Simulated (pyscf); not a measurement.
H₂B–CH₃ (SMILES BC) + H• (SMILES [H]) → H₂B–CH₂• (SMILES B[CH2]) + H₂ (SMILES [H][H]) (hydrogen abstraction; doublet surface; C–H broken, H–H formed). PySCF, gas phase, ωB97X-D3(BJ)/def2-SVP geometries. Rate constants from transition-state theory, ωB97M-D3(BJ)/def2-TZVP energies (ideal gas, 1 atm, RRHO with modes under 100 cm⁻¹ raised to 100, one conformer, R ln 2 for chiral ones without a mode under 150 cm⁻¹; no tunnelling), k in cm³ molecule⁻¹ s⁻¹.

```tsv
T (K)	1000/T	log10 k
298	3.354	-15.66
600	1.667	-13.16
900	1.111	?
1200	0.833	-11.67
```

### Question
Fit an Arrhenius line to the three values, give the activation energy, and predict k at 900 K.

### Answer
Least squares gives log10 k = -10.44 − 1.57 × 1000/T, so Ea = 1.57 × ln 10 × 1.987 = 7.2 kcal/mol, against an electronic barrier of 7.7. At 900 K the line gives -12.18; the computed value is -12.22 (ΔG‡ = 27.1 kcal/mol), close to the line. One saddle was located; it need not be the lowest between these sides. The angle at the transferred H is 168°.
